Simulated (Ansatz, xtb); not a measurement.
## Ranking isomers of CH2P+

3 gas-phase structures of CH2P+, found in a search over its isomers (lower ones may exist). Each was relaxed with GFN2-xTB:

A. a singlet given by its coordinates
B. `C#[PH+]`, a singlet
C. the triplet with the links of `[C]=[PH2+]`

A (Å):

```xyz
4

C    -0.2508    0.6558   -0.9101
P    -1.8133    0.5636   -1.2869
H     0.5481    0.1101   -1.4042
H     0.1658    1.2753   -0.1204
```

Close contacts (Å): C1–P2 1.61, C1–H3 1.09, C1–H4 1.09.

Task: Estimate their order in r2SCAN-D4/def2-SVP energy at these geometries, lowest first.

Result: Calculated order at r2SCAN-D4/def2-SVP: A (0.0), B (139.9), C (371.6) kJ/mol.

Energies above the lowest of each column, in kJ/mol (a dash: not run or not comparable):

| structure | GFN2-xTB | HF/STO-3G | r2SCAN-D4/def2-SVP |
| --- | --- | --- | --- |
| A | 0.0 | 0.0 | 0.0 |
| B | 134.9 | 271.8 | 139.9 |
| C | – | 253.8 | 371.6 |

Every level run on A puts it lowest or level with the lowest. Frequencies (B3LYP-D3(BJ)/def2-SVP) were run for A alone. GFN2-xTB has no spin polarisation and isn't compared across spin states. Open shells are spin-unrestricted, some with notable spin contamination.

Programs: Ansatz 0.2.0, xtb 6.7.1.
